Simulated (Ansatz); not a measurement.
Rock-salt EuSe, treated with HSE06 (Ansatz, a quantum-chemistry and plane-wave program, plane waves, PAW).

Numerical settings: plane-wave cutoff 460 eV, 8×8×8 k mesh, Fermi–Dirac smearing 0.05 eV, spin-polarised with parallel moments, scalar-relativistic PAW data made under PBE.

A third-order Birch–Murnaghan fit to the energies gives V0 = 29.961 Å³/atom, B0 = 43.6 GPa, B′ = 4.1.

| V (Å³/atom) | P (GPa) |
|---|---|
| 28.480 | ___ |
| 29.500 | ___ |
| 29.979 | -0.027 |
| 30.729 | ___ |
| 31.478 | ___ |

### Question
Estimate the withheld pressures from this fit; the answers are the runs' own values.

### Answer

- 28.480, P (GPa): 2.448
- 29.500, P (GPa): 0.698
- 30.729, P (GPa): -1.049
- 31.478, P (GPa): -1.949

The formula P = (3/2) B0 (x^(7/3) − x^(5/3)) [1 + (3/4)(B′ − 4)(x^(2/3) − 1)] with x = V0/V meets the computed pressures within 0.01 GPa when these rounded values are put in.

Measured, for comparison: bulk modulus 52 GPa (room temperature, not corrected to a static lattice; as tabulated in arXiv:1003.2039). Computed (rounded) less measured: bulk modulus -16 %.

Note: the magnetic order was assumed, not searched for or taken from measurement; the state of the 4f shell is in doubt.

Spin–orbit coupling is not included.

The computed numbers hold no vibrational or temperature effects.
